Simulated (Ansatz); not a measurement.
`C[BH][AlH2]` + H₂O → `CBO` + `[AlH3]` at 600 K and 1 bar (formal hydrolysis of a B–Al bond).

Isolated molecules relaxed with PBE0-D4/def2-TZVP in Ansatz; ΔE leaves out vibrations. CCSD(T)/CBS is the MP2 limit (def2-TZVPP, def2-QZVPP) plus CCSD(T) − MP2 in def2-TZVPP, frozen cores. This one scheme is used for every species. One conformer a species, not always the lowest.

| species | CCSD(T)/CBS energy (Eh) | H − E (kJ/mol) | S (J/(mol·K)) |
| --- | --- | --- | --- |
| `C[BH][AlH2]` | -308.41859 | 211.7 | 387.4 |
| H₂O | -76.37941 | 76.8 | 212.8 |
| `CBO` | -141.08489 | 208.4 | 331.4 |
| `[AlH3]` | -243.78045 | 74.2 | 242.3 |

H − E and S are ideal-gas, rigid-rotor, harmonic terms from PBE0-D4/def2-TZVP, for one conformer and one mirror image of each species. 1 Eh = 2625.50 kJ/mol, R = 8.31446 J/(mol·K).

Question: By hand: ΔE, ΔH, ΔS and ΔG.

Answer: ΔE = (-141.08489) + (-243.78045) − (-308.41859) − (-76.37941) = -0.06734 Eh = -176.8 kJ/mol. Δ(H − E) = 208.4 + 74.2 − 211.7 − 76.8 = -5.9, so ΔH = -182.7 kJ/mol. ΔS = 331.4 + 242.3 − 387.4 − 212.8 = -26.5 J/(mol·K). ΔG = -182.7 − 600 × (-26.5)/1000 = -166.8 kJ/mol.

Question: By hand: the equilibrium constant, and the temperature at which ΔG would vanish if ΔH and ΔS stayed fixed.

Answer: log₁₀ K = −ΔG/(RT ln 10) = 14.5. ΔG = 0 at ΔH/ΔS = 6894 K, far beyond where these terms or the molecules hold.

ΔH outweighs TΔS. A doubt of 5 kJ/mol in ΔE shifts log₁₀ K by 0.4 here. Other conformers and mirror images would add mixing entropy, several J/(mol·K) or more a flexible species. These are equilibria of isolated gas molecules and say nothing of rates. Largest T1 diagnostic: 0.012 (customary marks: 0.02 for closed shells, 0.045 for open ones).
